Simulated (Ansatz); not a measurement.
in.yaml

```yaml
crystal:
  periodic: [false, false, false]
  atoms:
    - {symbol: Hf, position_ang: [0.000000, 0.000000, 0.000000]}
    - {symbol: Cl, position_ang: [0.000000, 0.000000, 10.821000]}
basis:
  gaussian: {orbitals: def2-SVP}
magnetization: {spin_polarized: true, initial_magnetization: 5}
correlation: {method: mp2, electrons: outside_noble_gas}
output: {forces: true}
```

```sh
$ ansatz run in.yaml --threads 1 --pin off --events-out ev --progress --plain --max-ram 2393MiB
```

The program prints:

```
482 factors; integrals over basis functions are off by at most 1.6e-4 eV
mean field evaluation 1: about -13785.6120 eV, gradient 8.9e0 eV
mean field evaluation 2: about -13785.6147 eV, gradient 8.9e0 eV
mean field evaluation 4: about -13786.3449 eV, gradient 6.7e-1 eV
mean field evaluation 8: about -13786.3519 eV, gradient 1.3e-3 eV
mean field evaluation 16: about -13786.5432 eV, gradient 5.6e-2 eV
mean field evaluation 32: about -13786.5419 eV, gradient 3.2e-2 eV
mean field evaluation 64: about -13786.5409 eV, gradient 2.9e-3 eV
mean field evaluation 96: about -13786.5409 eV, gradient 4.8e-6 eV
mean field evaluation 128: about -13786.5409 eV, gradient 1.5e-6 eV
mean field evaluation 160: about -13786.0196 eV, gradient 8.7e0 eV
mean field evaluation 192: about -13786.5409 eV, gradient 5.0e-2 eV
mean field evaluation 224: about -13786.5120 eV, gradient 2.3e0 eV
mean field evaluation 256: about -13786.5410 eV, gradient 8.4e-3 eV
mean field evaluation 288: about -13786.5409 eV, gradient 6.9e-5 eV
mean field evaluation 320: about -13786.5113 eV, gradient 1.1e0 eV
mean field evaluation 352: about -13786.5409 eV, gradient 4.2e-3 eV
mean field evaluation 384: about -13786.5431 eV, gradient 2.1e-2 eV
mean field evaluation 416: about -13786.5410 eV, gradient 1.0e-2 eV
mean field evaluation 448: about -13786.5412 eV, gradient 1.6e-2 eV
mean field evaluation 480: about -13786.5257 eV, gradient 5.8e-1 eV
mean field evaluation 512: about -13786.5434 eV, gradient 3.4e-1 eV
mean field evaluation 544: about -13786.3521 eV, gradient 3.1e-4 eV
mean field evaluation 576: about -13786.5409 eV, gradient 3.6e-3 eV
mean field -13786.54092774 eV, -506.6460342413 hartree, gradient 1.3e-10 eV, S^2 8.760591; 20 other end points of the search recorded, 0 dependent functions left out
9 core orbitals not correlated: weight in the atoms' cores, before any rotation towards them, 0.999 or more for the frozen orbitals, at most 0.000 for the correlated occupied ones
reference -13786.54092774 eV, -506.6460342413 hartree; 8, 3 occupied and 33, 38 virtual orbitals, 482 factors
second order -3.50165071 eV of doubles, -0.00000000 eV of singles
the calculation of the forces begins
Total energy: -13790.04257845 eV, -506.7747175315 hartree
Atom 0 at     0.000000     0.000000     0.000000 Å, force    -0.000000    -0.000000     0.000037 eV/Å
Atom 1 at     0.000000     0.000000    10.821000 Å, force     0.000000     0.000000    -0.000037 eV/Å
Dipole moment:    -0.000000    -0.000000    -0.001926 e Å
```

Forces (eV/Å):
```
Hf  0.000 0.000 0.000
Cl  0.000 0.000 0.000
```

Ran on 1 thread of Arm Neoverse V1, shared host: 22 s wall, 0.28 GiB peak host memory.
